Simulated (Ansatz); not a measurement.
Reaction (SMILES): FCl (F-Cl) → F atom + Cl atom
B3LYP-D3(BJ)/def2-TZVP geometries, fixed; electronic energies without zero-point terms.

How fast the bond dissociation energy converges with the basis for several methods (Ansatz, an electronic-structure program): deviation from each method's own reference, in kcal/mol. References: B3LYP 61.04 kcal/mol, the value in aug-cc-pV(5+d)Z; CCSD(T) 62.43 kcal/mol, Hartree-Fock in aug-cc-pV(Q+d)Z plus the correlation part extrapolated as X^-3 from aug-cc-pV(T+d)Z and aug-cc-pV(Q+d)Z; HF 8.15 kcal/mol, the value in aug-cc-pV(5+d)Z; MP2 69.00 kcal/mol, Hartree-Fock in aug-cc-pV(5+d)Z plus the correlation part extrapolated as X^-3 from aug-cc-pV(Q+d)Z and aug-cc-pV(5+d)Z; PBE 72.55 kcal/mol, the value in aug-cc-pV(5+d)Z; wB97M-V 63.90 kcal/mol, the value in aug-cc-pV(5+d)Z. Cartesian d functions, on some or all atoms, in 6-31G**, 6-311G**; all else is spherical. In correlated methods cores are frozen. Open shells are unrestricted. No added dispersion term, no relativity. Functionals ending in -V hold VV10 correlation. 

```
basis        functions   B3LYP  CCSD(T)  HF     MP2     PBE  wB97M-V
-----------  ---------  ------  -------  --  ------  ------  -------
STO-3G              14   -3.31   -30.75   …  -47.77   -3.79    -2.16
pcseg-0             22  -21.76   -36.60   …  -42.20  -22.19   -22.80
6-31G               22  -24.68   -39.15   …  -43.73  -24.90   -25.66
6-31G**             34   -4.16   -12.18   …  -14.39   -3.97    -3.79
6-311G**            45   -9.78   -18.97   …  -21.63   -9.78    -9.84
def2-TZVP           68   -1.04    -6.09   …   -6.62   -0.84    -0.91
def2-TZVPP          73   -1.00    -5.96   …   -6.49   -0.79    -0.86
aug-pcseg-2         96   -0.57    -2.93   …   -3.56   -0.53    -0.60
pcseg-3            124   -0.03    -1.46   …   -1.76   -0.02     0.03
def2-QZVPP         127   -0.34    -2.51   …   -2.79   -0.30    -0.26
def2-QZVPPD        145   -0.25    -2.23   …   -2.54   -0.23    -0.19
aug-pcseg-3        174    0.05    -1.16   …   -1.44    0.04     0.11
```

Question: Complete the blanks.

Answer: 
- STO-3G, HF: -6.71
- pcseg-0, HF: -21.30
- 6-31G, HF: -25.49
- 6-31G**, HF: -4.35
- 6-311G**, HF: -9.65
- def2-TZVP, HF: -1.12
- def2-TZVPP, HF: -1.07
- aug-pcseg-2, HF: -0.20
- pcseg-3, HF: 0.28
- def2-QZVPP, HF: -0.25
- def2-QZVPPD, HF: -0.16
- aug-pcseg-3, HF: 0.31

Mean absolute deviation over 6-311G**, def2-TZVP, def2-TZVPP, aug-pcseg-2: PBE 2.99, HF 3.01, wB97M-V 3.05, B3LYP 3.09, CCSD(T) 8.49, MP2 9.57 kcal/mol.
